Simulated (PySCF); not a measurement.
## How methods differ on the electron affinity of P

P⁻ [Ne] 3s2 3p4 (3P) → P [Ne] 3s2 3p3 (4S), as a difference of total energies. Calculation: PySCF 2.14, in aug-cc-pV(T+d)Z with one added diffuse shell each of s, p, d, f type (7s6p5d3f, 71 functions); the non-relativistic Hamiltonian (point nucleus). Correlated levels: valence: [Ne] frozen. The calculations carry no spin-orbit coupling.

```
           method  electron affinity (eV)
              UHF                  -0.316
              LDA                   1.063
              PBE                   0.913
             PBE0                   0.798
           r2SCAN                   0.802
            TPSSh                   0.830
             PW91                   0.958
             BP86                   1.098
        BHandHLYP                   0.724
    MP2 (valence)                   0.480
SCS-MP2 (valence)                   0.551
```

A first-order spin-orbit estimate (lowest level to lowest level, LS coupling) adds 0.012 eV.

Errors of the correlated levels include the incompleteness of this basis and the frozen core.

A negative affinity means that the anion lies above the atom at that level of theory.

In the anion the highest occupied orbital energy is positive at LDA, PBE, PBE0, r2SCAN, TPSSh, PW91, BP86, BHandHLYP, a self-interaction effect; the basis confines that electron, and the energy difference can still be sensible.

Question: Which method comes closest to the reference value, and which is furthest?

Answer: The reference is 0.747 eV (measured; photodetachment measurements, as compiled on the Wikipedia data page of electron affinities). Closest: BHandHLYP (error -0.011 eV); furthest: UHF (error -1.051 eV), both after the spin-orbit estimate.
